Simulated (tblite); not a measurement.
Species: C4H6NP.
SMILES: `Nc1ccc[pH]1`

Level: GFN2-xTB in tblite, geometry and Hessian alike; calculated harmonic values, unscaled, isolated species. Against measured fundamentals such values can be off by several per cent, at times by over 20. Modes of hydrogen on phosphorus can be 10 to 20 % off.

Harmonic wavenumbers (cm⁻¹): 196.2, 290.0, 306.5, 383.5, 447.8, 490.2, 571.3, 651.2, 663.1, 707.9, 761.6, 784.2, 800.8, 819.4, 877.6, 1024.6, 1065.4, 1086.7, 1225.1, 1263.4, 1328.2, 1480.8, 1521.6, 1605.6, 2254.1, 3080.9, 3094.6, 3110.6, 3435.6, 3492.2.

A = 4915, B = 3138, C = 1945 MHz; mass 99.024 u (most abundant isotopes); point group C1, symmetry number 1.

Q: Zero-point energy?

A: ½Σν̃ = 19410 cm⁻¹ = 55.50 kcal/mol.

Q: What is S at 400 K and 1 bar for an ideal gas of classical rigid rotors and harmonic oscillators?

A: Translation 41.17, rotation 27.65, vibration 16.68: S = 85.5 cal/(mol K).

Q: And Cp and H(400 K) − H(0)?

A: Cp = 32.71 cal/(mol K), of which vibrations give 24.77 (their classical limit is 30 R = 59.6); H(400 K) − H(0) = 7.44 kcal/mol without the zero-point energy, 4.26 from vibrations.

Q: Which modes carry the vibrational entropy at 400 K?

A: 196.2 cm⁻¹: 2.72; 290.0 cm⁻¹: 1.99; 306.5 cm⁻¹: 1.89; 383.5 cm⁻¹: 1.50; 447.8 cm⁻¹: 1.24; 490.2 cm⁻¹: 1.10 cal/(mol K); the other 24 give 6.23 together.

Q: What must be added to the electronic energy to get the Gibbs energy at 400 K and 1 bar?

A: ZPE + [H(400 K) − H(0)] − T·S = 55.50 + 7.44 − 34.20 = 28.74 kcal/mol.

Q: How do the functions run with temperature in this model?

A: 
```json
{"T (K)": "150", "S (cal/(mol K))": "63.6", "Cp (cal/(mol K))": "14.1", "H − H(0) (kcal/mol)": "1.48", "G − H(0) (kcal/mol)": "-8.06", "ln q(vib)": "0.34"}
{"T (K)": "250", "S (cal/(mol K))": "72.7", "Cp (cal/(mol K))": "22.1", "H − H(0) (kcal/mol)": "3.29", "G − H(0) (kcal/mol)": "-14.88", "ln q(vib)": "1.20"}
{"T (K)": "298.15", "S (cal/(mol K))": "76.9", "Cp (cal/(mol K))": "25.9", "H − H(0) (kcal/mol)": "4.44", "G − H(0) (kcal/mol)": "-18.48", "ln q(vib)": "1.74"}
{"T (K)": "600", "S (cal/(mol K))": "100.7", "Cp (cal/(mol K))": "42.1", "H − H(0) (kcal/mol)": "15.00", "G − H(0) (kcal/mol)": "-45.42", "ln q(vib)": "5.84"}
{"T (K)": "900", "S (cal/(mol K))": "119.5", "Cp (cal/(mol K))": "50.4", "H − H(0) (kcal/mol)": "29.00", "G − H(0) (kcal/mol)": "-78.56", "ln q(vib)": "10.05"}
```

q(vib) and H(0) count from the zero-point level.

Hindered rotation and anharmonicity are outside this model. The structure is chiral; the term R ln 2 for an equal mix with its mirror image is left out.

Shape of the structure used: `[NH2:1][c:2]1[cH:3][cH:4][cH:5][pH:6]1`: H–N1–C2–C3 159°, H–N1–C2–C3 20°.
